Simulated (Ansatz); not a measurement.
Seven cases of bond dissociation energy with Al to Br (electronic energies, kcal/mol); geometries: B3LYP-D3(BJ)/def2-TZVP. The cases were drawn at random from those of this class that have a high level and all functionals, leaving out states under which another spin lies or may lie. Left out are anions, K, Ca, elements past Kr, ionisation of Li, Na and Mg, pi-pi* triplets of linear molecules and other triplets made from a closed-shell parent. Runs that doubt their state, and full CI more than 15 mEh from coupled cluster, are set aside; a case stays where another high level and all functionals remain. AFQMC serves as high level only in triple zeta or larger, with a steady walk, a bar under 0.8 kcal/mol and agreement with other high levels or trials where they ran; where none ran, an unstable determinant or (outside 3d species) a high T1 diagnostic also bars it, so strongly correlated cases are thinned. No case was kept or dropped by the size of a functional's miss. High levels with a bar over 0.5 kcal/mol are left out too, and the seventh case lies inside the range of the six. Affinities count positive where energy is released, gaps as the second state minus the first. PBE0 is by Ansatz (a quantum-chemistry and plane-wave program) in def2-TZVPD. High levels (Ansatz): P = CCSD(T)/CBS(cc-pV(Q+d)Z,cc-pV(5+d)Z) + [CCSDT(Q) - CCSD(T)]/cc-pV(D+d)Z + core + X2C; Q = CCSD(T)/CBS(cc-pV(T+d)Z,cc-pV(Q+d)Z) + [CCSDT(Q) - CCSD(T)]/cc-pV(D+d)Z + core + X2C; R = CCSD(T)/CBS(cc-pV(T+d)Z,cc-pV(Q+d)Z) + [CCSDT(Q) - CCSD(T)]/cc-pV(T+d)Z + core + X2C. UHF or UKS for unpaired electrons; spin-orbit terms are left out. CBS(X,Y): correlation extrapolated as X^-3, Hartree-Fock from the larger set (Q,5: extrapolated as (X+1)exp(-9√X)). A bracket is a step between two methods taken in the basis named. The functionals are non-relativistic, so their misses hold any scalar relativity. '+ core + X2C': CCSD(T) terms for core correlation (cc-pwCVTZ, 1s frozen past Ne) and scalar relativity (cc-pVTZ-DK). Where a partner has so few electrons that a lower coupled-cluster level is exact, that level stands in. The restricted determinant of CH4Si (C=[SiH2], singlet) is unstable towards broken spin symmetry in at least one set run. The UHF reference of C2H2Cl (C=[C]Cl, doublet) is spin-contaminated (<S^2> up to 0.21 over the pure value in the sets run). The UHF reference of CH3Si (C=[SiH], doublet) is spin-contaminated (<S^2> up to 0.44 over the pure value in the sets run).

| case | PBE0 | level | high level |
|---|---|---|---|
| C2H5Cl (SMILES CCCl) → C2H5 (SMILES [CH2]C, doublet) + Cl (doublet) | 86.2 | Q | 88.9 |
| Si2H6 (silylsilane, SMILES [SiH3][SiH3]) → Si2H5 (SMILES [SiH2][SiH3], doublet) + H (doublet) | 88.7 | P | 93.4 |
| C3H5Cl (SMILES C=C(C)Cl) → C2H2Cl (SMILES C=[C]Cl, doublet) + CH3 (SMILES [CH3], doublet) | 103.1 | Q | 107.6 |
| C2H5Cl (SMILES CCCl) → C2H4Cl (SMILES [CH2]CCl, doublet) + H (doublet) | 104.8 | Q | 109.4 |
| SiH2Cl2 (dichlorosilane, SMILES Cl[SiH2]Cl) → SiH2Cl (SMILES [SiH2]Cl, doublet) + Cl (doublet) | 109.2 | P | 114.2 |
| HSiOF3 (trifluoro(hydroxy)silane, SMILES F[Si](F)(F)O) → HO (SMILES [OH], doublet) + SiF3 (SMILES F[Si](F)F, doublet) | 135.4 | Q | 144.9 |
| CH4Si (methylidenesilane, SMILES C=[SiH2]) → CH3Si (SMILES C=[SiH], doublet) + H (doublet) | 91.0 | R | withheld |

Fit a straight line from PBE0 to the high level over the first six rows by least squares, predict the seventh, and compare with the calculation.

Means: PBE0 104.57, high level 109.73. Sxx = 1563.45, Sxy = 1749.85, slope 1.1192, intercept -7.30 kcal/mol; residual standard deviation 1.0 kcal/mol. Seventh row: 1.1192·(91.0) -7.30 = 94.5 kcal/mol. The calculation gave 95.5 kcal/mol: the line differs from it by -1.0, PBE0 itself by -4.5.
